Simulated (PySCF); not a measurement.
# Stretching BN⁺

Set-up: PySCF, no relativity, basis sets B 6-311G(d,p), N 6-311G(d,p). Energies in eV from B⁺ + N in their ground configurations at the same level. State: ⁴Σ⁻ (quartet), unpaired electrons σ ↑, π ↑↑.

All columns are LDA. A positive dipole points towards N; it is taken about the centre of mass and depends on that origin.

```
R (Å)  E (eV)  μ (D)  Mulliken charge on B (basis-dependent)  HOMO (eV)  LUMO (eV)  Mayer bond order  ⟨S²⟩
1.238  -1.819  -2.27                                    0.70     -16.76     -17.24              1.72  3.75
1.296  -2.367  -2.37                                    0.70     -16.71     -16.81              1.70  3.75
1.354  -2.672  -2.45                                    0.72     -16.67     -16.41              1.67  3.75
1.397  -2.785  -2.51                                    0.72     -16.64     -16.13              1.65  3.75
1.440  -2.822  -2.57                                    0.73     -16.60     -15.86              1.62  3.75
1.483  -2.803  -2.62                                    0.74     -16.57     -15.60              1.59  3.75
1.541  -2.716  -2.67                                    0.76     -16.53     -15.28              1.55  3.75
1.613  -2.543  -2.74                                    0.77     -16.48     -14.90              1.47  3.75
1.699  -2.292  -2.80                                    0.78     -16.42     -14.49              1.36  3.76
1.814  -1.950  -2.87                                    0.79     -16.34     -13.99              1.19  3.76
```

A fit through these points gives, at Re = 1.445 Å, μ = -2.57 D and dμ/dR = -1.19 D/Å; the reduced mass is 6.164 u.

Question: How strong is the fundamental in the double-harmonic approximation, I = 42.26·(dμ/dR)²/μred km/mol?

Answer: I = 42.26·(-1.19)²/6.164 = 9.71 km/mol at LDA.

For an ion De counts to the pair picked by the measured ionisation energies or electron affinities, which need not be the lowest pair at this level. The state is the lowest determinant that a PBE0 search found; another state may lie lower at other levels.

At some distances an empty level lies below a filled one, because the occupation is held.
